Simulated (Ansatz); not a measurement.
Mulliken charges of C2H3F3O, SMILES `OCC(F)(F)F` from ωB97M-V/def2-TZVPP in Ansatz (PBE0-D4/def2-TZVP geometry).

```tsv
atom	x (Å)	y (Å)	z (Å)	charge (e)
O1	0.267	-1.506	-0.522	-0.307
C2	0.134	-0.526	0.461	-0.026
C3	-0.346	0.794	-0.107	0.438
F4	-1.549	0.703	-0.671	-0.160
F5	0.503	1.241	-1.050	-0.183
F6	-0.410	1.722	0.853	-0.168
H7	0.947	-1.231	-1.144	0.184
H8	-0.613	-0.872	1.177	0.111
H9	1.067	-0.325	1.002	0.110
```

Problem. By hand: the dipole of these point charges (1 e Å = 4.8032 D).

Solution. Σ q r = (0.211, -0.164, 0.288) e Å, of length 0.393 e Å = 1.89 D.

Problem. How does the dipole of the full density compare? (Estimate.)

Solution. Computed: (0.304, -0.120, 0.142) e Å, 1.71 D; the point charges give 1.11 times that, at 27° from its direction.

Point charges leave out the atoms' own dipoles, such as those of lone pairs, and Mulliken's split depends on the basis, so the two needn't agree.
